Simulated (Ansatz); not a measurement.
A made-up structure of LiSiNH5 (charge +1), singlet:

Li1  (-2.451, 1.004, 0.207)
Si2  (-0.300, 0.452, -0.587)
N3  (0.388, -0.491, 0.586)
H4  (-0.080, -0.504, -1.860)
H5  (0.857, 1.555, -0.755)
H6  (0.496, 0.034, 1.535)
H7  (1.254, -0.634, 0.117)
H8  (-0.163, -1.415, 0.758)
(Å)

It is relaxed with PBE-D4/def2-SVP and then PBE0-D4/def2-TZVP (Ansatz 0.2.0). Atoms count as bonded within 1.22 times the sum of their covalent radii (H–H: 0.88 Å). The end point is not checked to be a true minimum.

Task: Does its bonding change? (A judgement: the text doesn't fix the answer.)

Result: By the calculation: No: no bond forms or breaks.

Where it ends: The first stage lowers the energy by 1.73 eV in 7 steps. It ends as LiSiNH₅ ([Li][SiH2][NH3]), total charge +1:
```
8
angstrom
Li -2.7909 1.3124 -0.0799
Si -0.4392 0.5368 -0.6279
N 0.5396 -0.5872 0.6368
H -0.1929 -0.3792 -1.7846
H 0.6741 1.5268 -0.7616
H 0.6785 -0.1301 1.5355
H 1.4624 -0.8080 0.2659
H 0.0683 -1.4715 0.8157
```

Labels in which every atom is bracketed show which atoms are joined, not bond orders.

For scale, one of the runs: PBE0-D4/def2-TZVP relaxation, 112 basis functions, launched by `ansatz run in.yaml --threads 2 --pin off --events-out ev --progress --plain --max-ram 4352MiB`. Hardware: 2 CPU threads of an Arm Neoverse V1, shared host. Wall time about 10 s.
